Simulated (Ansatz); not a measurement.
System: B20 (FeSi-type) FeSi. Method: revPBE in Ansatz (plane waves, PAW).

Settings: plane-wave cutoff 520 eV, 8×8×8 k mesh, Fermi–Dirac smearing 0.01 eV, no spin polarisation, scalar-relativistic PAW data made under PBE.

Shape and atoms are relaxed at each volume.

Pressure at four volumes; x = ln(V/11.146 Å³). One pressure is withheld.

```json
[
 {"V (Å³/atom)": "10.700", "x": "-0.0408", "P (GPa)": "?"},
 {"V (Å³/atom)": "10.923", "x": "-0.0202", "P (GPa)": "4.46"},
 {"V (Å³/atom)": "11.146", "x": "0.0000", "P (GPa)": "0.00"},
 {"V (Å³/atom)": "11.592", "x": "0.0392", "P (GPa)": "-7.47"}
]
```

### Question
Pass a parabola P(x) through the three rows shown, estimate the bulk modulus and its pressure derivative near zero pressure, and predict the withheld pressure.

### Answer
Slopes between the rows: (0.00 − (4.46))/(0.0000 − (-0.0202)) = -220.79 and (-7.47 − (0.00))/(0.0392 − (0.0000)) = -190.56 GPa. Their difference over the span 0.0594 is c = 30.23/0.0594 = 508.9 GPa, so P(x) = 4.46 + (-220.79)(x − (-0.0202)) + 508.9 (x − (-0.0202))(x − (0.0000)). At the middle row B = −dP/dx = −[-220.79 + 508.9 × 0.0202] = 210.5 GPa, and B′ = dB/dP = 2c/B = 4.8. At x = -0.0408 the parabola gives 9.44 GPa; the run gives 9.46 GPa. The Birch–Murnaghan fit to the energies at all volumes has B0 = 210 GPa and B′ = 4.9.

Measured, for comparison: bulk modulus 178 GPa (room temperature, not corrected to a static lattice, our sources range from 169 to 185; as tabulated in Study of the compressibility of FeSi, MnSi, and CoS2 (JETP Letters), abstract). Computed (rounded) less measured: bulk modulus +18 % (+14 % to +24 % over the range).

Note: the bulk modulus comes from volumes at which shape and atoms were relaxed.

Ansatz is a first-principles code.
